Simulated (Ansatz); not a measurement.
# Energy profile

The step: SiH₃F ([F][SiH3]) + SiH₃ → SiH₃F ([F][SiH3]) + SiH₃; bonds formed: F1–Si3; bonds broken: F1–Si2 (atoms numbered as in the saddle structure below).

F1  (-0.027, 0.005, -0.005)
Si2  (-0.478, -1.308, 1.270)
Si3  (0.475, 1.309, -1.270)
H4  (-1.052, -0.568, 2.411)
H5  (-1.453, -2.191, 0.601)
H6  (0.792, -1.986, 1.596)
H7  (-0.721, 2.151, -1.467)
H8  (1.604, 2.035, -0.656)
H9  (0.860, 0.554, -2.479)
(Å)

Electronic energies by CCSD(T) at an estimated basis limit (MP2 extrapolated from triple and quadruple zeta, plus CCSD(T) − MP2 in triple zeta), on PBE0-D4/def2-TZVP structures; Si2H6F, doublet; no counterpoise correction; spin–orbit coupling, which lowers free halogen atoms and radicals such as OH and SH, is left out. Computed with Ansatz 0.2.0 (basis: def2-TZVPP and def2-QZVPP); correlated methods freeze the cores; orbitals are unrestricted. Extrapolation: Hartree–Fock as exp(−7.88 √X), correlation as X^−2.97.

(1) Give the profile in kcal/mol, counted from the separated reactants. (To be estimated.)

T1 diagnostic: at most 0.016. ⟨S²⟩ of the unrestricted Hartree–Fock references: 0.76 (a pure state has 0.75).

Results:

(1) The calculation gives:
| point | kcal/mol |
| --- | --- |
| separated: SiH3F (linked as [F][SiH3]; F1, Si2, H4, H5, H6; singlet) + SiH3 (Si3, H7, H8, H9; doublet) | 0.00 |
| start structure | -0.99 |
| saddle | 33.61 |
| end structure | -0.99 |
| separated: SiH3F (linked as [F][SiH3]; F1, Si3, H7, H8, H9; singlet) + SiH3 (Si2, H4, H5, H6; doublet) | 0.00 |

Radical steps of this kind take place in plasma deposition and etching.

For scale, one of the runs: CCSD(T)/def2-TZVPP, 199 basis functions (an equivalent command: `ansatz run in.yaml --threads 4`). Time: 60 s of wall clock on 4 CPU threads; the host was shared. Peak host memory: 5.8 GiB.
